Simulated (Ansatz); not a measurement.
Gas-phase reaction in SMILES: OO (H2O2) [hydrogen peroxide] → [O-]O + H+

Property: gas-phase deprotonation energy (enthalpy at 298 K), in kcal/mol. Set-up: frozen cores in correlated levels; 6-31G* and kin with 6d, 5d where marked; LANL2DZ all-electron up to Ne; dispersion terms only where a functional's name holds one; spin-orbit terms left out; non-relativistic. Ab initio and DFT rows: single points at B3LYP-D3(BJ) geometries (Ansatz, a program for electronic structure), with unscaled harmonic terms from B3LYP/6-31G* at its own minima. Sets without +, aug- or the D of def2-TZVPD hold no diffuse functions, which anions need.

Measured values: Active Thermochemical Tables 1.112 (ions: stationary electron), as tabulated in the package chemicals; they hold spin-orbit and core effects, anharmonicity. 

Value to compare with, the measured value: 376.2 kcal/mol.

```csv
level,program,gas-phase deprotonation energy (enthalpy at 298 K) (kcal/mol),error
HF/STO-3G,Ansatz,513.6,137.4
SVWN5/6-31G*,Ansatz,397.1,20.9
PBE/LANL2DZ,Ansatz,380.4,4.2
PBE/def2-SVP,Ansatz,403.1,26.9
BLYP/6-31G*,Ansatz,399.1,22.9
B3LYP/6-31+G*,Ansatz,369.9,-6.3
B3LYP/def2-SVP,Ansatz,401.3,25.1
MP2/STO-3G,Ansatz,530.1,153.9
MP2/LANL2DZ,Ansatz,374.7,-1.5
r2SCAN-D4/def2-TZVPD,Ansatz + dftd4,375.9,-0.3
wB97M-V/def2-TZVPD,Ansatz,372.9,-3.3
```

Among the 9 habitual levels, MP2/STO-3G lies farthest from the measured value (153.9 kcal/mol) and MP2/LANL2DZ nearest (-1.5); 7 of 9 lie above it, and their mean absolute error is 44.3 kcal/mol, the median 22.9. One case shows no general order.

The levels are drawn from those run, B3LYP/6-31G* more often than the rest, none by its result; runs whose electronic state is in doubt are left out.
